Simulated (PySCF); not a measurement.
Bonds broken one at a time in the series HO-X. Gas-phase values, no solvent. One relaxed conformer stands for each flexible species; it need not be the lowest. Strings in code marks are SMILES.

Level of theory: B3LYP-D3(BJ)/def2-TZVP in PySCF. B3LYP has the VWN-RPA correlation part, as in Gaussian. 

```csv
species,highest occupied spin orbital (eV),dipole moment (D)
whole molecule (`O`),–,2.06
radical fragment (`[CH2]O`),-4.94,–
radical fragment (`C[CH]O` (C–C–O–H torsion 177°)),-4.59,–
radical fragment (`[SH]`),-7.17,0.86
```
